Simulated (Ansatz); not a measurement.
# C3H3NO: how energies converge with the basis set

Aim: see how fast density functionals converge with the basis set for C3H3NO.

Computed with Ansatz 0.2.0, Gaussian basis. Level: one geometry, several basis sets.

Plan: PBE0-D4/def2-SVP; ωB97M-V/def2-SVP; PBE0-D4/def2-QZVPP; ωB97M-V/def2-QZVPP; the functionals' def2-TZVPP values are taken from earlier runs.

1 further run of the same task is left out (it didn't finish).

**1. The geometry**

The geometry comes from an earlier relaxation with PBE0-D4 in a triple-zeta def2 set; it is a stationary point, not always the lowest conformer.

SMILES `C1=COCN=1`, 8 atoms, charge 0, spin multiplicity 1.

Atoms are counted from 1 here; the program's logs count them from 0.

Bond lengths: C1–C2 1.469 Å, C1–N5 1.329 Å, C2–O3 1.280 Å, C2–H6 1.088 Å, O3–C4 1.472 Å, C4–N5 1.397 Å, C4–H7 1.094 Å, C4–H8 1.094 Å. Angles: C2–C1–N5 101.0°, C1–C2–O3 116.6°, C1–C2–H6 128.5°, O3–C2–H6 114.9°, C2–O3–C4 102.9°, O3–C4–N5 106.6°, O3–C4–H7 106.1°, O3–C4–H8 106.1°, N5–C4–H7 113.6°, N5–C4–H8 113.6°, H7–C4–H8 110.1°, C1–N5–C4 112.9°.

**2. PBE0-D4 in def2-SVP**

The input, in.yaml:

```yaml
crystal:
  periodic: [false, false, false]
  atoms:
    - {symbol: C, position_ang: [-0.098051, 1.395725, -0.637732]}
    - {symbol: C, position_ang: [0.226900, 0.937733, 0.719163]}
    - {symbol: O, position_ang: [0.231098, -0.327687, 0.911954]}
    - {symbol: C, position_ang: [-0.120206, -0.863883, -0.412768]}
    - {symbol: N, position_ang: [-0.293427, 0.236122, -1.255848]}
    - {symbol: H, position_ang: [0.467880, 1.534824, 1.595811]}
    - {symbol: H, position_ang: [0.708414, -1.515609, -0.706292]}
    - {symbol: H, position_ang: [-1.030408, -1.454325, -0.269890]}
basis:
  gaussian: {orbitals: def2-SVP}
hamiltonian: {xc: pbe0, dispersion: d4}
output: {orbitals: {seedname: orbitals}}
```

The run is started by

```sh
$ ansatz run in.yaml --threads 2 --pin off --events-out ev --progress --plain --max-ram 4352MiB
```

The runs that follow: ωB97M-V in def2-SVP; PBE0-D4 in def2-QZVPP; ωB97M-V in def2-QZVPP.

**Question.** What will the summary of the whole plan be? Wanted: PBE0-D4: double and triple zeta above quadruple; ωB97M-V: double and triple zeta above quadruple.

The runs gave:

```
                                       quantity          value
PBE0-D4: double and triple zeta above quadruple  8.08, 0.36 eV
ωB97M-V: double and triple zeta above quadruple  8.35, 0.34 eV
```

What this shows: For PBE0-D4 the step from double to triple zeta gains 7.71 eV and the next only 0.36 eV. Total energies overstate the basis error of differences, where much of it tends to cancel.
